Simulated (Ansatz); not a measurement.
Basis-set series for `SCC1CO1`. Total charge 0; spin multiplicity 1. Geometry: relaxed with PBE0-D4/def2-TZVP. It is one conformer, not always the lowest.

```
atom    x (Å)    y (Å)    z (Å)
  S1  -0.9732  -1.9455   0.8138
  C2  -0.4259  -0.8980  -0.5565
  C3   0.6876   0.0212  -0.1603
  C4   0.4217   1.3985   0.2368
  O5   0.9510   1.0974  -1.0452
  H6  -1.3870  -0.9495   1.6138
  H7  -0.0858  -1.5958  -1.3258
  H8  -1.2607  -0.3302  -0.9704
  H9   1.5744  -0.4673   0.2399
 H10  -0.6043   1.7616   0.2397
 H11   1.1023   1.9074   0.9143
```

```csv
functional,basis,functions,energy (Eh),HOMO (eV),LUMO (eV)
PBE0-D4,def2-SVP,104,-590.67546,-6.93,0.95
PBE0-D4,def2-QZVPP,478,-591.05722,-7.12,0.15
ωB97M-V,def2-SVP,104,-590.91762,-9.17,2.87
ωB97M-V,def2-QZVPP,478,-591.30674,-9.38,1.56
```

Q: Give the rows for def2-TZVPP. (Estimate.)

A: Ansatz gave: 
```csv
functional,basis,functions,energy (Eh),HOMO (eV),LUMO (eV)
PBE0-D4,def2-TZVPP,250,-591.03420,-7.08,0.40
ωB97M-V,def2-TZVPP,250,-591.28458,-9.33,2.13
```

Positive LUMOs are unbound and depend on the basis.
